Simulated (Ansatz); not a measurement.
Cost and result for the atomization energy of `CC1=NCCO1` (13 atoms, 13 bonds).

Z-matrix (Å, degrees):
```
C
C 1 1.480
H 1 1.092 2 110.1
H 1 1.092 2 110.1 3 -118.2
H 1 1.087 2 109.6 3 120.9
N 2 1.265 1 126.6 3 -121.4
O 2 1.357 1 114.9 3 58.6
C 6 1.458 2 106.8 1 -179.8
C 7 1.435 2 106.1 1 -179.7
H 8 1.093 6 109.8 2 120.5
H 8 1.093 6 109.9 2 -121.7
H 9 1.092 7 108.3 2 -121.8
H 9 1.092 7 108.3 2 120.2
```

Total charge 0; spin multiplicity 1. Geometry: relaxed with PBE0-D4/def2-TZVP. Program: Ansatz. All runs use 4 threads of an Arm Neoverse V1 on a shared host. Times are those of one run each, without the atoms' runs, and a repeat can differ threefold. Electronic energies, without spin–orbit coupling; frozen cores. CCSD(T)/CBS adds CCSD(T) − MP2 in def2-TZVPP to the MP2 limit, and its time is that of the two runs behind it. T1 = 0.013.

CCSD(T)/CBS is a level of theory with its own doubt, some kJ/mol a heavy atom from the limit and from the frozen cores, so smaller differences don't rank the functionals.

| level | functions | wall time | atomization (kcal/mol) | difference from CCSD(T)/CBS | per bond |
| --- | --- | --- | --- | --- | --- |
| LDA (SPW92)/def2-TZVPP | 284 | 1.4 s | 1519.9 | 216.6 | 16.7 |
| BLYP-D4/def2-TZVPP | 284 | 2.4 s | 1310.6 | 7.3 | 0.6 |
| revPBE-D4/def2-TZVPP | 284 | 2.5 s | 1314.7 | 11.4 | 0.9 |
| PBE0-D4/def2-TZVPP | 284 | 3 s | 1319.8 | 16.5 | 1.3 |
| r2SCANh-D4/def2-TZVPP | 284 | 5.5 s | 1300.3 | -3.0 | -0.2 |
| B2PLYP/def2-TZVPP | 284 | 7 s | 1294.2 | -9.1 | -0.7 |
| PBE-QIDH/def2-TZVPP | 284 | 7 s | 1303.1 | -0.2 | 0.0 |
| ωB97X-V/def2-TZVPP | 284 | 8.5 s | 1310.8 | 7.5 | 0.6 |
| CCSD(T)/def2-SVP | 119 | 10 s | 1244.8 | -58.5 | -4.5 |
| ωB97M-V/def2-TZVPP (with forces) | 284 | 12 s | 1311.1 | 7.8 | 0.6 |
| MP2/def2-QZVPP | 552 | 32 s | 1316.9 | 13.6 | 1.0 |
| CCSD(T)/def2-TZVPP | 284 | 5 min | 1269.8 | -33.5 | -2.6 |
| CCSD(T)/CBS(def2) | – | 5.5 min | 1303.3 | 0.0 | 0.0 |

In def2-TZVPP, CCSD(T) changes the Hartree–Fock value by +343.4 kcal/mol (the triples alone add +22.9 kcal/mol) and MP2 by +370.7 kcal/mol; breaking electron pairs costs correlation energy, which Hartree–Fock lacks. From BLYP to BHLYP (50 % exact exchange), in def2-TZVPP and without D4, the atomization energy moves by −42.9 kcal/mol: exact exchange takes away binding that semilocal exchange gives to molecules. At CCSD(T), def2-SVP lies −58.5 kcal/mol from the extrapolated value and def2-TZVPP −33.4 kcal/mol: correlation converges slowly with the basis, and small sets miss more of it in the bonded molecule than in its fragments.
